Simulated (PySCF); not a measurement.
Compound: FH₂Si (charge -1).
SMILES: `F[SiH2-]`

The closed-shell ground state was solved at several levels (PySCF, density fitting, gas phase, non-relativistic). Geometry: PBE0-D3(BJ)/def2-SVP; no solvent, vibrations or thermal averaging. Where the HOMO energy is positive, the finite basis confines the outermost electrons. No diffuse functions stand in pcSseg-1 and pcSseg-2, which bears on an anion's orbital energies.

```csv
level,basis functions,total energy (Eh),HOMO (eV),LUMO (eV),gap (eV)
PBE0/pcSseg-1,51,-390.3335,0.42,6.09,5.67
CAM-B3LYP/def2-SVPD,63,-390.4013,-0.95,5.97,6.92
```

What might KT2/pcSseg-2 (107 basis functions) give for the same quantities?

Total energy -394.4402 Eh, HOMO 1.17 eV, LUMO 4.40 eV, gap 3.23 eV.

Over all these levels, which gives the widest orbital gap and which the narrowest?

CAM-B3LYP/def2-SVPD (range-separated hybrid) has the widest, 6.92 eV, and KT2/pcSseg-2 (GGA) the narrowest, 3.23 eV. Functional and basis both differ between the two, so the spread mixes both effects.
